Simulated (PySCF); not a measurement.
`N[C@@H]1C[C@@H]1CF`, C₄H₈FN

Molfile (atoms numbered from 1):
```
C4H8FN
     RDKit          3D

 14 14  0  0  0  0  0  0  0  0999 V2000
    1.4525   -0.1018   -0.9118 N   0  0  0  0  0  0  0  0  0  0  0  0
    0.9337    0.1541    0.4023 C   0  0  2  0  0  0  0  0  0  0  0  0
    0.0620   -0.9021    1.0088 C   0  0  0  0  0  0  0  0  0  0  0  0
   -0.5482    0.3881    0.5367 C   0  0  2  0  0  0  0  0  0  0  0  0
   -1.4019    0.3858   -0.7004 C   0  0  0  0  0  0  0  0  0  0  0  0
   -2.6850   -0.0259   -0.4056 F   0  0  0  0  0  0  0  0  0  0  0  0
    1.7080    0.7624   -1.3772 H   0  0  0  0  0  0  0  0  0  0  0  0
    2.2784   -0.6885   -0.8612 H   0  0  0  0  0  0  0  0  0  0  0  0
    1.5708    0.7215    1.0855 H   0  0  0  0  0  0  0  0  0  0  0  0
    0.1255   -1.0879    2.0692 H   0  0  0  0  0  0  0  0  0  0  0  0
   -0.1238   -1.7801    0.4110 H   0  0  0  0  0  0  0  0  0  0  0  0
   -0.8749    1.0902    1.2939 H   0  0  0  0  0  0  0  0  0  0  0  0
   -1.4948    1.3908   -1.1277 H   0  0  0  0  0  0  0  0  0  0  0  0
   -1.0028   -0.3072   -1.4457 H   0  0  0  0  0  0  0  0  0  0  0  0
  1  2  1  0
  2  3  1  0
  3  4  1  0
  4  5  1  0
  5  6  1  0
  4  2  1  0
  1  7  1  0
  1  8  1  0
  2  9  1  1
  3 10  1  0
  3 11  1  0
  4 12  1  1
  5 13  1  0
  5 14  1  0
M  END
```

Method used: TDDFT wB97X-D/def2-SVPD circular dichroism and optical rotation, one conformer, gas phase in PySCF 2.14.0. Geometry: GFN2-xTB.

The molecule is flexible and this is one conformer; a measurement averages over conformers. States above about 9.1 eV (minus the energy of the highest occupied orbital) lie near or above the ionisation threshold and depend on the basis.

Question: Draw the ECD and absorption spectra from the lowest 16 states, each a Gaussian of half-width 0.35 eV at 1/e height.

Answer: 
```
E (eV)  λ (nm)  Δε (L mol⁻¹ cm⁻¹)  ε (L mol⁻¹ cm⁻¹)
  6.25     198              +0.18              78.3
  6.35     195              +0.37               163
  6.45     192              +0.65               289
  6.55     189              +0.98               435
  6.65     186              +1.25               555
  6.75     184              +1.36               603
  6.85     181              +1.26               556
  6.95     178              +1.00               438
  7.05     176              +0.71               303
  7.15     173              +0.56               209
  7.25     171              +0.69               208
  7.35     169              +1.24               347
  7.45     166              +2.20               665
  7.55     164              +3.28              1170
  7.65     162              +3.81              1780
  7.75     160              +2.96              2350
  7.85     158              +0.35              2710
  7.95     156              -3.48              2770
  8.05     154              -7.25              2560
  8.15     152              -9.69              2180
  8.25     150             -10.30              1760
  8.35     148              -9.55              1390
  8.45     147              -8.26              1110
  8.55     145              -6.90              1000
  8.65     143              -5.24              1090
  8.75     142              -2.78              1370
  8.85     140              +0.26              1800
  8.95     138              +2.52              2330
  9.05     137              +2.18              2940
  9.15     135              -1.45              3590
  9.25     134              -7.05              4200
  9.35     133             -11.85              4620
  9.45     131             -13.30              4760
  9.55     130             -10.62              4560
```
Δε uses R in velocity form, ε uses f in length form. Only the states computed contribute, so the short-wavelength end is incomplete.
